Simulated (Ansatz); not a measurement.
A run of Ansatz (development build ahead of 0.2.0) on singlet SiH2 at this shape:

| atom | x (Å) | y (Å) | z (Å) |
| --- | --- | --- | --- |
| Si | 0.0000 | 0.0000 | -0.1234 |
| H | 0.0000 | 1.0085 | 0.8640 |
| H | 0.0000 | -1.0085 | 0.8640 |

Its results:

| Item | Value |
| --- | --- |
| Converged | yes |
| Reference energy | -290.02270 hartree |
| Correlation energy | -0.10943 hartree |
| Total energy | -290.13213 hartree |
| Spin squared of the determinant | 0.000 |

Task: Which input gives this output? Name the method, the orbitals and the basis set, and write the input.

Result: RHF-MP2 in cc-pVTZ. An unrestricted run that stays on the closed shell gives the same numbers.

```yaml
crystal:
  periodic: [false, false, false]
  atoms:
    - { symbol: Si, position_ang: [0.0, 0.0, -0.12343] }
    - { symbol: H, position_ang: [0.0, 1.00854, 0.86398] }
    - { symbol: H, position_ang: [0.0, -1.00854, 0.86398] }
basis:
  gaussian: { orbitals: cc-pVTZ }
hamiltonian:
  xc: hf
correlation:
  method: mp2
  frozen_orbitals: { H: 0, Si: 5 }
```
